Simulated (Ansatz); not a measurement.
**AlF₃ (singlet): the correlation ladder, 6-31G***

The task here is to estimate one member of a computed series from the others.

The runs use Ansatz 0.2.0, Gaussian basis; 6-31G*, core rule «outside noble gas», up to 8 orbitals frozen.

Plan: UHF; CCSD(T) on RHF; BCCD(T) on RHF; CISD; CCSDT(Q) on RHF.

19 further runs of the same task are left out: 8 for a known fault of the program, 2 that didn't finish, 9 set aside as unsound or not needed.

### What is computed

The geometry is an MP2(full)/6-31G* stationary point (not a proven minimum).

4 atoms, charge 0, spin multiplicity 1.

Atoms are counted from 1 here; the program's logs count them from 0.

Bond lengths: Al1–F2 1.645 Å, Al1–F3 1.645 Å, Al1–F4 1.645 Å. Angles: F2–Al1–F3 120.0°, F2–Al1–F4 120.0°, F3–Al1–F4 120.0°.

Coordinates:

```xyz
4

Al    0.00000    0.00000    0.00000
F     0.00000    1.64472    0.00000
F     1.42437   -0.82236    0.00000
F    -1.42437   -0.82236    0.00000
```

Set-up of the first run:

Input file in.yaml:

```yaml
crystal:
  periodic: [false, false, false]
  atoms:
    - {symbol: Al, position_ang: [0.000000, 0.000000, 0.000000]}
    - {symbol: F, position_ang: [0.000000, 1.644720, 0.000000]}
    - {symbol: F, position_ang: [1.424369, -0.822360, 0.000000]}
    - {symbol: F, position_ang: [-1.424369, -0.822360, 0.000000]}
basis:
  gaussian: {orbitals: "6-31G*"}
magnetization: {spin_polarized: true, initial_magnetization: 0}
hamiltonian: {xc: hf}
output: {orbitals: {seedname: orbitals}}
```

On the command line:

```sh
$ ansatz run in.yaml --threads 1 --pin off --events-out ev --progress --plain --max-ram 3956MiB --backend cpu
```

Steps of the session up to this table: UHF; CCSD(T) on RHF; BCCD(T) on RHF; CISD; CCSDT(Q) on RHF.

One table of the session follows, with a row left open; its other results are not shown here.

```
   method  from RCCSDT(Q) (meV)
      RHF              +15981.1
     RMP2                     ?
     CISD               +1914.9
    RCCSD                +295.5
 RCCSD(T)                 +48.0
  BCCD(T)                 +37.2
   RCCSDT                 +30.3
RCCSDT(Q)                     0
```

Estimate the missing values for RMP2.

As computed: from RCCSDT(Q) (meV): +350.7. In the column «from RCCSDT(Q) (meV)» it lies between RCCSD (+295.5) and CISD (+1914.9).
